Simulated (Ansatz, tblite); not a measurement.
Cost and result up the ladder for Si(CCH)H3 (C₂H₄Si) (7 atoms). Charge 0, multiplicity 1. Geometry: PBE0-D4/def2-TZVP.

```
atom   x (Å)   y (Å)   z (Å)
 Si1   0.055   0.922  -0.536
  C2  -0.038  -0.649   0.385
  C3  -0.101  -1.692   0.986
  H4  -0.156  -2.614   1.519
  H5   0.347   0.637  -1.962
  H6   1.135   1.763   0.035
  H7  -1.242   1.633  -0.426
```

Ansatz on 4 threads of Intel Xeon 6975P-C on a shared host; xTB runs through tblite on one thread. Times are rough, summed over both states, and most runs start from the orbitals of an earlier one. CCSD(T)/def2-TZVPP serves as the yardstick here, not as an exact answer. The other state is a doublet.

The xTB rows come from tblite. Correlated methods freeze 7 core orbitals.

Raw xTB energies of ions are shifted by several eV.

```json
{"level": "GFN2-xTB", "functions": "21", "wall time": "0.004 s", "vertical IE (eV)": "14.30", "difference from CCSD(T)/def2-TZVPP (eV)": "3.36"}
{"level": "GFN1-xTB", "functions": "25", "wall time": "0.007 s", "vertical IE (eV)": "15.49", "difference from CCSD(T)/def2-TZVPP (eV)": "4.55"}
{"level": "PBE-D4/def2-TZVP (with forces)", "functions": "123", "wall time": "1.5 s", "vertical IE (eV)": "10.45", "difference from CCSD(T)/def2-TZVPP (eV)": "-0.49"}
{"level": "r2SCAN-D4/def2-TZVP", "functions": "123", "wall time": "2.8 s", "vertical IE (eV)": "10.48", "difference from CCSD(T)/def2-TZVPP (eV)": "-0.46"}
{"level": "CCSD(T)/def2-TZVPP", "functions": "160", "wall time": "15 s", "vertical IE (eV)": "10.94", "difference from CCSD(T)/def2-TZVPP (eV)": "0.00"}
```
